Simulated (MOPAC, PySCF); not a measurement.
C₂H₂O₂, SMILES `O=CC=O` (O–C–C–O torsion 180°), neutral singlet in the gas phase. 

Cartesian coordinates (Å):
SMILES: O=CC=O
```xyz
6

O     -1.2245     0.0659    -1.2071
C     -0.7501    -0.0394    -0.1128
C      0.7501     0.0394     0.1128
O      1.2245    -0.0659     1.2071
H     -1.3502    -0.1992     0.8049
H      1.3502     0.1992    -0.8049
```
Charge 0, spin multiplicity 1.

All levels are single points at this geometry (PBE0-D3(BJ)/def2-TZVP); Pople sets use spherical d functions. Orbital energies aren't observables, and empty levels follow the basis.

```
level                            HOMO (eV)  LUMO (eV)  gap (eV)  dipole (D)  vertical IE, Delta-SCF (eV)
-------------------------------  ---------  ---------  --------  ----------  ---------------------------
PBE-D3(BJ)/def2-TZVP in PySCF        -6.24      -4.26      1.98        0.00                            –
TPSSh-D3(BJ)/def2-TZVP in PySCF      -6.98      -3.64      3.34        0.00                            –
B3LYP/6-311+G** in PySCF             -7.73      -3.50      4.23        0.00                            –
B3LYP/6-31G* in PySCF                -7.28      -3.01      4.27        0.00                        10.18
M06-2X/6-31G* in PySCF               -9.11      -1.64      7.47        0.00                            –
PBE/6-31G* in PySCF                  -5.84      -3.88      1.97        0.00                         9.68
SVWN5/6-31G* in PySCF                -5.97      -4.14      1.82        0.00                         9.85
PM3 in MOPAC                        -10.50      -0.58      9.92        0.00                            –
PM6 in MOPAC                        -10.13      -1.42      8.71        0.00                            –
```
